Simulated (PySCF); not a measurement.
# Frontier orbitals and the lowest excitations

Species: CF₂ (singlet state).
Atom-mapped SMILES: `[F:1][C:2][F:3]`

Cartesian coordinates in Å at the GFN2-xTB level; atoms count from 1:
```xyz
3
CF2 angstrom
F     -1.0311   -0.2694   -0.0024
C      0.0008    0.5240   -0.0115
F      1.0418   -0.2572    0.0013
```

Method used: TDDFT CAM-B3LYP/def2-SVPD, vertical, gas phase, core orbitals frozen in the response in PySCF 2.14.0, density-fitted response routines.

Frontier orbitals with the atoms that hold most of them (Löwdin shares over 4%, at most four atoms; ? is withheld):

```csv
orbital,ε (eV),atoms
HOMO-3,-17.51,"F3 41%, F1 41%, C2 18%"
HOMO-2,-15.53,"F1 47%, F3 47%, C2 5%"
HOMO-1,-14.85,?
HOMO,-10.44,"C2 63%, F1 19%, F3 19%"
LUMO,-1.23,?
LUMO+1,2.02,"C2 59%, F3 20%, F1 20%"
LUMO+2,2.97,"F3 45%, F1 45%, C2 10%"
```

Task: Give the leading atoms of the LUMO.

Result: C2 (bonded to 2 F) 63%; F3 (bonded to C) 19%; F1 (bonded to C) 19%. By element: carbon 63%, fluorine 37%.

Task: Which atoms hold the HOMO-1, and with what shares?

Result: F1 (bonded to C) 49%; F3 (bonded to C) 49%.

Task: The HOMO–LUMO gap is 9.21 eV. Where does the response calculation put the lowest singlet, and from which orbitals?

Result: S1 is at 4.63 eV (f = 0.030), 4.57 eV below the gap, made of HOMO→LUMO (99%). 

Task: Give energy, strength and leading configuration of S1, S2 and S3, and follow the Löwdin shares of the leading atoms from the occupied to the empty orbital.

Result: 
- S1 (4.63 eV, f 0.030), HOMO→LUMO (99%): C2 63% → 63%, F1 19% → 19%, F3 19% → 19%
- S2 (8.34 eV, f 0.0000), HOMO-1→LUMO (100%): F1 49% → 19%, F3 49% → 19%, C2 at most 3% → 63%
- S3 (9.44 eV, f 0.0069), HOMO→LUMO+1 (97%): C2 63% → 59%, F1 19% → 20%, F3 19% → 20%

The run took 4.3 s on an x86-64 server with one thread (shared host).
